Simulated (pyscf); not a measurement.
HO–Si(OH)(OH)–F + ammonia (NH₃) → H₂N–Si(OH)(OH)–OH + hydrogen fluoride (HF), a four-centre exchange (singlet surface; F–Si, H–N broken, N–Si, F–H formed). Single points on ωB97X-D3(BJ)/def2-SVP structures (PySCF, gas phase). Energies in kcal/mol from the separated reactants.

Small-basis levels: PySCF, no dispersion term, spherical d functions. AM1 to PM7: differences of heats of formation from MOPAC, which are fitted to 298 K values and so differ in kind from electronic energies by zero-point and thermal terms. GFN2-xTB: tblite. Cost: rough CPU time at the saddle relative to B3LYP/6-31G*, from one job on a shared machine.

```tsv
level	barrier	reaction energy	cost
HF/STO-3G	52.8	+11.5	0.03
HF/3-21G	13.0	+21.5	0.06
HF/6-31G*	32.9	+29.1	0.10
BP86/6-31G*	…	+29.0	1
PBE/6-31G*	11.2	+29.2	1
B3LYP/LANL2DZ	-0.8	+8.8	0.7
B3LYP/6-31G*	…	+30.5	1
B3LYP/6-311+G**	17.6	+17.6	2
PBE/def2-SVP	6.8	+22.4	2
B3LYP/def2-SVP	14.1	+23.5	1
GFN2-xTB	25.4	+31.2	under 0.02
PM3	53.4	+19.6	under 0.02
ωB97M-D3(BJ)/def2-TZVP	…	+21.2	–
```

Some entries are withheld; supply them.


- BP86/6-31G*, barrier: 13.6
- B3LYP/6-31G*, barrier: 18.5
- ωB97M-D3(BJ)/def2-TZVP, barrier: 18.0

Against the last row the barrier runs from -18.8 (B3LYP/LANL2DZ) to +35.4 kcal/mol (PM3). ωB97M-D3(BJ)/def2-TZVP has limits of its own. On the reactant side the descent ends in an adduct with a N–Si contact, 2.4 kcal/mol over the separated species and 15.0 kcal/mol under the saddle at ωB97X-D3(BJ)/def2-TZVP. On the product side the descent ends in a bound adduct, 13.2 kcal/mol under the separated species and 10.1 kcal/mol under the saddle at ωB97X-D3(BJ)/def2-TZVP. At ωB97M-D3(BJ) the saddle lies under the separated products, which points to a path from their complex (located at ωB97X-D3(BJ) alone), and parting the products costs more than the saddle. What is counted as formed (N–Si) is already present as a longer contact in the reactant adduct; forming that adduct is a step of its own. One saddle was located; it need not be the lowest between these sides.
